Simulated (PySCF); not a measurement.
C3H4ClFO (charge +1 and doublet state).
Geometry (GFN2-xTB, Å), atoms numbered from 1 in this order:
```xyz
10
C3H4ClFO angstrom
F      1.934    0.788    0.757
C      1.673   -0.397    0.195
O      0.299   -0.587    0.003
C     -0.586    0.306    0.337
C     -1.928    0.048    0.115
Cl    -3.107    1.144    0.514
H      2.173   -0.449   -0.788
H      2.049   -1.200    0.852
H     -0.264    1.245    0.787
H     -2.234   -0.893   -0.332
```

The hyperfine couplings belong to this conformer and change with its torsions.

The species is `FCO[CH+][CH]Cl` [radical] (charge +1).

Computed with UKS B3LYP, pcH-1 on C Cl F H O, non-relativistic, mean-field spin-orbit, GIAO in PySCF. The structure is a single GFN2-xTB conformer in the gas phase; no vibrational or solvent corrections. A GFN2-xTB geometry isn't a minimum of the functional, and hyperfine couplings can be far from their values at a DFT geometry, by a factor of two or more for some ions and for spin on atoms past the first row. No stability test was run, so a lower SCF solution isn't excluded.

The Mulliken spin populations are largest on C5 (+0.40), Cl6 (+0.21), O3 (+0.21) and C4 (+0.17). Four atoms exceed +0.15.

(1) Test a(H) = Q·ρ(C) for the protons on planar carbons with a spin population beyond ±0.08.

Answers

(1) 
```csv
H,C,ρ(C),a(H) (G),a/ρ (G)
H9,C4,+0.170,-5.25,-30.9
H10,C5,+0.397,-10.95,-27.6
```

A least-squares line through the origin gives Q = -28.1 G with Mulliken populations. In McConnell's picture π spin on carbon polarises the C–H bond and leaves opposite spin at the proton, which makes Q negative, as found here.

Couplings in gauss use g_iso = 2.0113.
